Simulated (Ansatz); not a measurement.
Frontier orbitals of C3H8FN, SMILES `CCNCF`.

Charge 0, multiplicity 1. Geometry: relaxed with PBE0-D4/def2-TZVP. It is one conformer, not always the lowest. Basis def2-TZVPP, Ansatz.

```
functional  HOMO (eV)  LUMO (eV)  gap (eV)
       PBE      -5.77       0.33      6.10
    r2SCAN      -6.06       1.11      7.17
      PBE0      -7.22       1.16      8.38
 CAM-B3LYP      -8.67       1.91     10.58
   ωB97X-V      -9.68       3.04     12.72
   ωB97M-V      -9.60       2.57     12.17
        HF     -10.85       3.73     14.58
```

From PBE to PBE0 the HOMO moves by −1.44 eV and the LUMO by +0.83 eV, and with ωB97M-V by −3.83 and +2.24 eV, so the gap grows from 6.11 to 12.17 eV with exact exchange. A positive LUMO is unbound and depends on the basis.
